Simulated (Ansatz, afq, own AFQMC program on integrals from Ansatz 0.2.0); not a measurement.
# BeBH₃, singlet: energetics from AFQMC and coupled cluster

```yaml
atoms:
  - { symbol: B, position_ang: [0.0000, 0.0000, 0.8223] }
  - { symbol: Be, position_ang: [0.0000, 0.0000, -1.0509] }
  - { symbol: H, position_ang: [0.0000, 1.0032, 1.4842] }
  - { symbol: H, position_ang: [0.0000, -1.0032, 1.4842] }
  - { symbol: H, position_ang: [0.0000, 0.0000, -2.3921] }
```

Geometry: a PBE0/def2-TZVP stationary point, not shown to be a minimum. Basis cc-pVDZ. Noble-gas cores (and the filled d shells of Ga–Kr and In–Xe) are frozen. Ansatz 0.2.0 and our own AFQMC program on the same integrals; the CISD trial comes from CCSD amplitudes, and released means the phaseless constraint is let go. Error bars are statistical, one sigma.

Best estimates are CCSD(T) at the basis-set limit (def2-TZVPP/QZVPP) plus the step from CCSD(T) to the highest rung at hand in cc-pVDZ, named in the table (released AFQMC can keep some 10 meV of bias). No zero-point, core-correlation or spin–orbit terms. Other levels are in cc-pVDZ, the functionals in def2-TZVP; a dash marks a level that is missing or breaks spin symmetry for a member.

Cautions: BeBH₃⁺ (doublet): the ph-AFQMC/CISD walk drifts between its halves (2.3 errors).

```
                         process  B3LYP (kJ/mol)
to charge +1, doublet (vertical)             997
                   to free atoms            1317
```

Q: From these values, estimate the best estimates.

A: 
```
                         process  best estimate (kJ/mol)  highest rung
to charge +1, doublet (vertical)                    1013      CCSDT(Q)
                   to free atoms                    1284      CCSDT(Q)
```

Errors against the best estimates in kJ/mol, in the same order:

```json
{"level": "MP2", "error, 1": "-30", "error, 2": "-76"}
{"level": "CCSD(T)", "error, 1": "-22", "error, 2": "-91"}
{"level": "ph-AFQMC/CISD", "error, 1": "-22 ± 0.8", "error, 2": "-90 ± 0.5"}
{"level": "CCSD(T)/CBS", "error, 1": "0", "error, 2": "-1"}
{"level": "PBE", "error, 1": "-37", "error, 2": "11"}
{"level": "r2SCAN", "error, 1": "-36", "error, 2": "29"}
{"level": "PBE0", "error, 1": "-23", "error, 2": "12"}
{"level": "B3LYP", "error, 1": "-17", "error, 2": "32"}
{"level": "wB97M-V", "error, 1": "-6", "error, 2": "18"}
{"level": "B2PLYP", "error, 1": "-18", "error, 2": "7"}
```

Cost at the first geometry: PBE0/cc-pVDZ, 0.57 s on 1 thread of Intel(R) Xeon(R) 6975P-C (Granite Rapids) (shared host); RCCSD(T)/cc-pVDZ, 0.3 s on 1 thread of Intel(R) Xeon(R) 6975P-C (Granite Rapids) (shared host); CCSD(T)/def2-QZVPP, 10 s on 1 thread of Intel(R) Xeon(R) 6975P-C (Granite Rapids), on a shared host; CCSDT(Q), 2.5 s on 1 thread of Intel(R) Xeon(R) 6975P-C (Granite Rapids), with other jobs on the host; ph-AFQMC/CISD with release, 90 s on 1 thread of Intel(R) Xeon(R) 6975P-C (Granite Rapids), on a shared host.

Best estimates are given only where the step beyond CCSD(T) is under 0.3 eV and no member's determinant is very poor (T1 over 0.05, or 0.07 for open shells, ⟨S²⟩ too high by 0.3, two states mixed), so the hardest cases are missing from such tables.

The functionals ran in a triple-zeta set and keep a basis error of their own, a few kJ/mol for each bond in atomization energies and more for double hybrids, so close places among them and the extrapolated levels can swap.

CCSDT and higher add their correlation energy to the determinant of the CCSD(T) run, since their own runs factorise the integrals more tightly (a shift of under 2 meV). Each member of a difference takes its own highest rung, so a best estimate needn't equal the limit plus the step of one row. A walk keeps the symmetry of its determinant, which the program's search chose and which needn't be the lowest solution, so a lower state of the same spin and another symmetry isn't excluded.
